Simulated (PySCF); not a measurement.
**Gas-phase thermal properties of H₃SiSiCl₃**

Method: PySCF energies (xtb for GFN2) plus ideal-gas RRHO corrections (1 bar). 6-31G* has spherical d functions here. All species are closed-shell singlets. B3LYP is the form with VWN-RPA correlation. H₃SiSiCl₃: computed as isolated molecules; such fragments, hydroxides, amides, oligomers or adducts are transient or little studied in the gas. The harmonic model lacks anharmonicity and excited electronic states, which grow with temperature; levels with a mode under 35 cm⁻¹ are left out. Internal rotation in H₃SiSiCl₃ is treated as a harmonic vibration of one conformer, which makes the entropy rough.

```csv
level,point group,σ,ZPE (kJ/mol),S°298 (J/mol/K),Cp298 (J/mol/K),S°1000 (J/mol/K),H1000 − H298 (kJ/mol)
B3LYP/6-31G*,C3v,3,81.2,375.3,117.3,547.3,102.9
GFN2-xTB,C3v,3,74.9,397.3,124.3,574.3,105.4
HF/6-31G*,C3v,3,87.2,368.8,113.1,537.0,100.9
PBE/def2-SVP,C3v,3,78.1,379.1,118.9,552.8,103.8
PBE0/def2-TZVP,C3v,3,80.4,376.7,117.5,549.0,103.1
```
σ: rotational symmetry number. Electronic degeneracy used: 1. Frequencies are unscaled.
